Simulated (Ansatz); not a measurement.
A made-up structure of AlBSiH5, doublet:

```xyz
8
angstrom
Al -1.0710 0.9390 -1.1697
B -0.0913 0.1617 -0.0719
Si 0.8360 -0.6848 0.9312
H -1.6386 -0.0432 -2.3454
H -1.2382 2.5070 -0.8160
H 0.7632 -2.1362 0.2687
H 0.1763 -0.6524 2.3309
H 2.2636 -0.0910 0.8722
```

It is relaxed with PBE-D4/def2-SVP and then PBE0-D4/def2-TZVP (Ansatz 0.2.0). Atoms count as bonded within 1.22 times the sum of their covalent radii (H–H: 0.88 Å). The end point is not checked to be a true minimum.

Q: Does its bonding change? (A judgement: the text doesn't fix the answer.)

A: The calculation gives: No: no bond forms or breaks.

Where it ends: The first stage lowers the energy by 3.80 eV in 7 steps. It ends as AlBSiH₅ ([AlH2][B][SiH3]):
```
8
angstrom
Al -1.3237 1.1505 -1.4496
B -0.1181 0.1783 -0.1006
Si 1.0310 -0.8512 1.1461
H -1.9515 0.3291 -2.6556
H -1.6006 2.7028 -1.2545
H 1.0093 -2.2354 0.5851
H 0.5111 -0.8962 2.5410
H 2.4424 -0.3779 1.1881
```

Labels in which every atom is bracketed show which atoms are joined, not bond orders.

For scale, one of the runs: PBE0-D4/def2-TZVP relaxation, 135 basis functions, launched by `ansatz run in.yaml --threads 2 --pin off --events-out ev --progress --plain --max-ram 4352MiB`. Hardware: 2 CPU threads of an Arm Neoverse V2, shared host. Wall time about 28 s.
